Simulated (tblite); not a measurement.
A geometry optimisation, step by step.

C4H7O (doublet state).
Numbering: `[CH3:1][CH:2][C:3]([CH3:4])=[O:5]` (hydrogens: H6, H7, H8 on C1; H9 on C2; H10, H11, H12 on C4)
Bond orders are those of one Lewis drawing.

Computed with GFN2-xTB (tblite), gas phase: L-BFGS steps from a force-field or distance-geometry start until the largest atomic force falls under 0.01 eV/Å. 14 of its 98 geometries are shown.

Step 0: E = -438.6617 eV, largest atomic force 2.005 eV/Å
```
atom  x, y, z in Å  |  force x, y, z in eV/Å
C1     -1.905    0.424   -0.073   -0.055   0.111  -0.049
C2     -0.608   -0.230   -0.313    1.549   0.586   0.906
C3      0.640    0.268    0.333   -1.960   0.137  -0.398
C4      1.912   -0.453    0.031    0.065  -0.777  -0.021
O5      0.599    1.244    1.083    0.090  -0.294  -0.208
H6     -1.838    1.327    0.539    0.373  -0.218  -0.012
H7     -2.595   -0.264    0.424   -0.028  -0.047  -0.126
H8     -2.352    0.715   -1.027   -0.115  -0.147  -0.047
H9     -0.539   -1.114   -0.932   -0.140   0.144   0.046
H10     2.672    0.260   -0.259    0.179   0.076   0.114
H11     2.232   -0.994    0.937    0.015   0.303  -0.325
H12     1.782   -1.185   -0.770    0.028   0.126   0.120
```

Step 7: E = -438.7589 eV, largest atomic force 0.060 eV/Å
```
atom  x, y, z in Å  |  force x, y, z in eV/Å
C1     -1.898    0.426   -0.076    0.053  -0.028   0.001
C2     -0.591   -0.214   -0.285    0.024  -0.022  -0.014
C3      0.603    0.272    0.327   -0.035  -0.011  -0.017
C4      1.893   -0.466    0.022   -0.024   0.022   0.021
O5      0.597    1.248    1.080    0.021   0.014  -0.005
H6     -1.790    1.313    0.544    0.030  -0.002   0.004
H7     -2.589   -0.271    0.406   -0.011  -0.006   0.013
H8     -2.354    0.692   -1.032    0.011   0.011   0.000
H9     -0.545   -1.087   -0.918    0.011  -0.003  -0.008
H10     2.664    0.254   -0.241   -0.008   0.029  -0.026
H11     2.231   -0.975    0.924   -0.036  -0.029   0.018
H12     1.781   -1.192   -0.777   -0.036   0.024   0.012
```

Step 15: E = -438.7605 eV, largest atomic force 0.028 eV/Å
```
atom  x, y, z in Å  |  force x, y, z in eV/Å
C1     -1.892    0.422   -0.075    0.012  -0.002   0.003
C2     -0.587   -0.220   -0.286    0.000  -0.007  -0.010
C3      0.601    0.275    0.326   -0.028  -0.001  -0.005
C4      1.888   -0.464    0.025   -0.012   0.009   0.005
O5      0.592    1.254    1.074    0.004   0.015  -0.002
H6     -1.772    1.306    0.546    0.005   0.014   0.016
H7     -2.586   -0.271    0.408   -0.011  -0.011   0.004
H8     -2.347    0.695   -1.030   -0.006   0.005  -0.008
H9     -0.536   -1.091   -0.922    0.002  -0.009  -0.003
H10     2.657    0.257   -0.241    0.023  -0.002   0.002
H11     2.218   -0.978    0.926    0.005  -0.009   0.002
H12     1.766   -1.186   -0.777    0.007  -0.001  -0.004
```

Step 22: E = -438.7608 eV, largest atomic force 0.022 eV/Å
```
atom  x, y, z in Å  |  force x, y, z in eV/Å
C1     -1.892    0.421   -0.073    0.010  -0.006  -0.002
C2     -0.588   -0.223   -0.288    0.011  -0.002   0.003
C3      0.599    0.277    0.323    0.001   0.001  -0.006
C4      1.887   -0.462    0.026    0.004  -0.008  -0.004
O5      0.588    1.260    1.067    0.006   0.009  -0.003
H6     -1.768    1.303    0.550   -0.006   0.000   0.005
H7     -2.588   -0.272    0.408   -0.004  -0.006   0.005
H8     -2.347    0.698   -1.027   -0.004   0.008  -0.006
H9     -0.535   -1.094   -0.923   -0.009   0.001   0.003
H10     2.662    0.254   -0.236    0.001   0.016   0.009
H11     2.215   -0.981    0.925   -0.009  -0.002   0.016
H12     1.768   -1.182   -0.777   -0.001  -0.012  -0.019
```

Step 30: E = -438.7616 eV, largest atomic force 0.027 eV/Å
```
atom  x, y, z in Å  |  force x, y, z in eV/Å
C1     -1.891    0.416   -0.066   -0.011   0.004   0.006
C2     -0.591   -0.229   -0.293    0.002   0.009   0.015
C3      0.601    0.285    0.300    0.018   0.014  -0.002
C4      1.889   -0.462    0.026    0.007  -0.004   0.002
O5      0.594    1.288    1.017   -0.017   0.002  -0.006
H6     -1.761    1.287    0.573   -0.007   0.004  -0.003
H7     -2.590   -0.282    0.404   -0.001  -0.004  -0.008
H8     -2.348    0.717   -1.012    0.010  -0.011   0.001
H9     -0.546   -1.109   -0.916    0.012   0.009   0.011
H10     2.679    0.253   -0.196   -0.014  -0.012  -0.007
H11     2.180   -0.996    0.929   -0.008  -0.020  -0.016
H12     1.787   -1.169   -0.792    0.008   0.009   0.006
```

Step 37: E = -438.7623 eV, largest atomic force 0.045 eV/Å
```
atom  x, y, z in Å  |  force x, y, z in eV/Å
C1     -1.892    0.411   -0.057   -0.020   0.003  -0.009
C2     -0.591   -0.230   -0.288   -0.005  -0.002   0.012
C3      0.603    0.297    0.284    0.025   0.003   0.009
C4      1.889   -0.462    0.026    0.007   0.005  -0.004
O5      0.599    1.319    0.974    0.019  -0.008  -0.003
H6     -1.766    1.277    0.591   -0.002  -0.018  -0.010
H7     -2.593   -0.294    0.397   -0.001   0.010  -0.005
H8     -2.341    0.725   -1.003   -0.008  -0.006  -0.002
H9     -0.546   -1.116   -0.902   -0.001  -0.009   0.004
H10     2.690    0.249   -0.165    0.009  -0.025   0.021
H11     2.146   -1.022    0.924    0.008   0.016  -0.018
H12     1.803   -1.154   -0.807   -0.032   0.031   0.004
```

Step 45: E = -438.7644 eV, largest atomic force 0.031 eV/Å
```
atom  x, y, z in Å  |  force x, y, z in eV/Å
C1     -1.897    0.398   -0.043    0.010   0.000  -0.001
C2     -0.588   -0.232   -0.264    0.005   0.003  -0.013
C3      0.616    0.331    0.254   -0.007  -0.004   0.017
C4      1.888   -0.459    0.024   -0.003   0.003  -0.004
O5      0.630    1.394    0.877   -0.009  -0.008   0.007
H6     -1.790    1.250    0.625    0.004   0.008  -0.013
H7     -2.605   -0.321    0.376    0.006   0.007  -0.002
H8     -2.326    0.734   -0.991    0.002  -0.001   0.008
H9     -0.540   -1.136   -0.851   -0.007  -0.021   0.021
H10     2.729    0.221   -0.079   -0.002   0.002   0.003
H11     2.070   -1.085    0.897   -0.008   0.001  -0.008
H12     1.813   -1.097   -0.852    0.009   0.009  -0.015
```

Step 52: E = -438.7663 eV, largest atomic force 0.065 eV/Å
```
atom  x, y, z in Å  |  force x, y, z in eV/Å
C1     -1.895    0.394   -0.040    0.008  -0.010   0.003
C2     -0.583   -0.236   -0.244   -0.009  -0.006   0.010
C3      0.623    0.353    0.239   -0.038  -0.033   0.016
C4      1.886   -0.453    0.016   -0.020   0.007   0.006
O5      0.638    1.433    0.830    0.017   0.003  -0.013
H6     -1.798    1.248    0.627    0.009   0.013   0.000
H7     -2.604   -0.330    0.363   -0.036   0.010   0.030
H8     -2.314    0.736   -0.991    0.014   0.000  -0.026
H9     -0.540   -1.180   -0.766    0.010   0.008  -0.009
H10     2.752    0.201   -0.006    0.022   0.061   0.004
H11     2.006   -1.141    0.851    0.002  -0.036   0.003
H12     1.829   -1.025   -0.904    0.022  -0.017  -0.025
```

Step 60: E = -438.7712 eV, largest atomic force 0.067 eV/Å
```
atom  x, y, z in Å  |  force x, y, z in eV/Å
C1     -1.898    0.394   -0.042    0.051  -0.011  -0.006
C2     -0.593   -0.267   -0.197    0.027  -0.030   0.024
C3      0.618    0.343    0.249   -0.028   0.040   0.002
C4      1.890   -0.444    0.002   -0.019  -0.010   0.019
O5      0.637    1.437    0.813    0.000   0.011  -0.004
H6     -1.782    1.276    0.585   -0.030  -0.004   0.006
H7     -2.640   -0.288    0.378    0.043   0.024   0.008
H8     -2.288    0.708   -1.016    0.016  -0.016  -0.003
H9     -0.540   -1.238   -0.665   -0.059  -0.003  -0.031
H10     2.751    0.216    0.076   -0.039  -0.035  -0.004
H11     1.977   -1.216    0.767    0.011   0.016  -0.052
H12     1.868   -0.922   -0.975    0.028   0.016   0.039
```

Step 67: E = -438.7740 eV, largest atomic force 0.035 eV/Å
```
atom  x, y, z in Å  |  force x, y, z in eV/Å
C1     -1.893    0.392   -0.035    0.001  -0.005   0.002
C2     -0.596   -0.287   -0.162   -0.005   0.003  -0.017
C3      0.618    0.348    0.240   -0.011  -0.015  -0.010
C4      1.889   -0.439   -0.002    0.019  -0.019   0.000
O5      0.636    1.466    0.754    0.009   0.001   0.001
H6     -1.784    1.283    0.580    0.005   0.010  -0.011
H7     -2.648   -0.274    0.385    0.001  -0.009   0.003
H8     -2.258    0.693   -1.023   -0.012  -0.002   0.009
H9     -0.561   -1.271   -0.606    0.016   0.021   0.013
H10     2.753    0.203    0.155   -0.019  -0.017   0.002
H11     1.936   -1.271    0.700   -0.002   0.015  -0.021
H12     1.909   -0.842   -1.012   -0.002   0.017   0.030
```

Step 75: E = -438.7747 eV, largest atomic force 0.031 eV/Å
```
atom  x, y, z in Å  |  force x, y, z in eV/Å
C1     -1.895    0.387   -0.031    0.011   0.009   0.000
C2     -0.596   -0.290   -0.145    0.002  -0.006  -0.008
C3      0.619    0.357    0.229    0.010  -0.014  -0.006
C4      1.888   -0.439   -0.002    0.015   0.010  -0.013
O5      0.646    1.491    0.706   -0.007   0.003   0.004
H6     -1.788    1.287    0.571   -0.004   0.005   0.014
H7     -2.651   -0.276    0.392    0.008   0.017  -0.004
H8     -2.255    0.683   -1.022   -0.019  -0.024  -0.002
H9     -0.558   -1.288   -0.556    0.004   0.005  -0.003
H10     2.754    0.178    0.220   -0.005  -0.003   0.011
H11     1.897   -1.313    0.647   -0.009  -0.002   0.001
H12     1.940   -0.779   -1.034   -0.007  -0.002   0.006
```

Step 82: E = -438.7751 eV, largest atomic force 0.023 eV/Å
```
atom  x, y, z in Å  |  force x, y, z in eV/Å
C1     -1.894    0.387   -0.028   -0.002  -0.006   0.001
C2     -0.596   -0.291   -0.142   -0.005  -0.002  -0.001
C3      0.621    0.360    0.220    0.007  -0.007  -0.005
C4      1.889   -0.440   -0.001   -0.001   0.013  -0.012
O5      0.648    1.502    0.677   -0.003   0.017   0.015
H6     -1.786    1.292    0.567    0.004   0.003  -0.016
H7     -2.649   -0.271    0.405    0.005  -0.008   0.013
H8     -2.263    0.669   -1.020   -0.001  -0.001  -0.001
H9     -0.558   -1.295   -0.539   -0.010   0.006  -0.007
H10     2.752    0.165    0.262    0.006  -0.008   0.008
H11     1.873   -1.336    0.615   -0.001  -0.010   0.020
H12     1.964   -0.744   -1.042    0.001   0.001  -0.015
```

Step 90: E = -438.7779 eV, largest atomic force 0.052 eV/Å
```
atom  x, y, z in Å  |  force x, y, z in eV/Å
C1     -1.894    0.391   -0.034   -0.020   0.001  -0.007
C2     -0.592   -0.277   -0.169   -0.004  -0.010   0.034
C3      0.622    0.361    0.223    0.000  -0.012   0.014
C4      1.889   -0.441    0.004    0.001  -0.011   0.012
O5      0.648    1.491    0.710    0.003   0.005  -0.008
H6     -1.767    1.349    0.466   -0.003   0.000  -0.017
H7     -2.601   -0.231    0.522    0.038   0.015  -0.032
H8     -2.337    0.554   -1.022   -0.016   0.003   0.036
H9     -0.557   -1.275   -0.576    0.008  -0.009  -0.022
H10     2.747    0.126    0.354    0.002   0.002  -0.013
H11     1.834   -1.382    0.549   -0.008   0.008  -0.006
H12     2.010   -0.667   -1.054    0.000   0.008   0.009
```

Step 97: E = -438.7787 eV, largest atomic force 0.009 eV/Å
```
atom  x, y, z in Å  |  force x, y, z in eV/Å
C1     -1.893    0.393   -0.039   -0.002  -0.001   0.001
C2     -0.589   -0.267   -0.187    0.003   0.001  -0.001
C3      0.622    0.360    0.230    0.002  -0.001  -0.001
C4      1.888   -0.444    0.011   -0.005   0.000   0.002
O5      0.646    1.481    0.737    0.000   0.002  -0.001
H6     -1.762    1.371    0.418    0.000  -0.002  -0.002
H7     -2.566   -0.213    0.573    0.003   0.002  -0.002
H8     -2.381    0.503   -1.011   -0.002   0.002   0.003
H9     -0.548   -1.253   -0.626   -0.003  -0.002  -0.001
H10     2.746    0.115    0.371    0.001   0.006   0.002
H11     1.823   -1.390    0.545    0.005  -0.007   0.001
H12     2.015   -0.657   -1.048   -0.004   0.001   0.000
```

Question: Summarise the path.

Answer: The energy falls by 0.1170 eV from step 0 to step 97; nine tenths of that is first reached at step 55. It rises by more than 0.2 meV at step 87. The largest force goes from 2.005 to 0.009 eV/Å. Among the bonds C2–C3 changes most, from 1.491 to 1.427 Å; the atoms move by 0.380 Å rms after alignment.

Question: Follow the three bonds and two angles with the largest change from start to end.

Answer: 
| step | E above end (eV) | largest force (eV/Å) | C2–C3 (Å) | C3–C4 (Å) | C4–H11 (Å) | C2–C1–H6 (°) | H6–C1–H8 (°) |
| --- | --- | --- | --- | --- | --- | --- | --- |
| 0 | 0.1170 | 2.005 | 1.491 | 1.493 | 1.102 | 113.9 | 107.1 |
| 4 | 0.0233 | 0.169 | 1.423 | 1.515 | 1.090 | 111.5 | 108.8 |
| 8 | 0.0195 | 0.051 | 1.427 | 1.517 | 1.089 | 110.3 | 110.1 |
| 13 | 0.0184 | 0.032 | 1.426 | 1.514 | 1.089 | 109.9 | 110.0 |
| 17 | 0.0181 | 0.016 | 1.425 | 1.515 | 1.089 | 109.9 | 110.0 |
| 21 | 0.0180 | 0.016 | 1.426 | 1.514 | 1.089 | 109.8 | 110.0 |
| 25 | 0.0178 | 0.027 | 1.426 | 1.515 | 1.089 | 109.6 | 110.0 |
| 30 | 0.0171 | 0.027 | 1.426 | 1.514 | 1.089 | 109.6 | 109.8 |
| 34 | 0.0167 | 0.031 | 1.426 | 1.514 | 1.089 | 109.6 | 109.7 |
| 38 | 0.0162 | 0.055 | 1.425 | 1.515 | 1.090 | 109.9 | 109.5 |
| 42 | 0.0146 | 0.050 | 1.427 | 1.515 | 1.090 | 109.9 | 109.4 |
| 46 | 0.0142 | 0.029 | 1.426 | 1.515 | 1.090 | 110.0 | 109.2 |
| 51 | 0.0129 | 0.043 | 1.427 | 1.515 | 1.090 | 110.1 | 108.7 |
| 55 | 0.0117 | 0.046 | 1.426 | 1.515 | 1.089 | 110.0 | 108.8 |
| 59 | 0.0088 | 0.099 | 1.427 | 1.515 | 1.091 | 109.4 | 108.6 |
| 63 | 0.0062 | 0.059 | 1.427 | 1.515 | 1.090 | 109.7 | 108.4 |
| 67 | 0.0048 | 0.035 | 1.427 | 1.515 | 1.090 | 109.8 | 108.5 |
| 72 | 0.0044 | 0.023 | 1.426 | 1.515 | 1.089 | 109.9 | 108.3 |
| 76 | 0.0039 | 0.028 | 1.427 | 1.516 | 1.088 | 109.6 | 108.0 |
| 80 | 0.0037 | 0.016 | 1.427 | 1.515 | 1.088 | 109.7 | 108.3 |
| 84 | 0.0032 | 0.038 | 1.426 | 1.515 | 1.087 | 109.7 | 108.6 |
| 89 | 0.0012 | 0.055 | 1.427 | 1.515 | 1.089 | 109.8 | 109.3 |
| 93 | 0.0001 | 0.024 | 1.427 | 1.515 | 1.088 | 109.8 | 109.7 |
| 97 | 0.0000 | 0.009 | 1.427 | 1.515 | 1.088 | 109.8 | 109.7 |

What follows is the cost of the whole relaxation. Time: 0.38 s. Hardware: Arm Neoverse V1, one thread, shared host.
